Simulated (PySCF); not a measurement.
# Molecular orbitals of C₂

UHF at R = 1.308 Å; basis C 6-311G(d,p); no relativity; PySCF 2.14. State: ³Πu (triplet), unpaired electrons σ ↑, π ↑. Only the outer orbitals are listed.

```
spin  orbital  occ.  ε (eV)  main shells (%)
   α       σg     1  -30.65       78 s, 20 p
   α       σu     1  -17.85       70 s, 30 p
   α       σg     1  -14.75       73 p, 27 s
   α       πu     1  -13.68             98 p
   α       πu     1  -12.43             98 p
   α       πg     0    2.77             99 p
   α       πg     0    3.63             98 p
   β       σg     1  -26.46       82 s, 17 p
   β       σu     1  -12.13       81 s, 18 p
   β       πu     1  -11.60             98 p
   β       σg     0   -0.92       71 p, 28 s
   β       πu     0   -0.51             99 p
   β       πg     0    4.47             99 p
```

Question: Which are the highest filled and the lowest empty level, where do they sit, and how wide is the gap?

Answer: Highest filled β πu at -11.60 eV (in %: 98 p); lowest empty β σg at -0.92 eV (in %: 71 p, 28 s); the gap at UHF is 10.68 eV.

The bond order (Mayer) is 2.49. The ⟨S²⟩ is 2.014.

The state was picked by a PBE0 search and need not be the measured ground state.
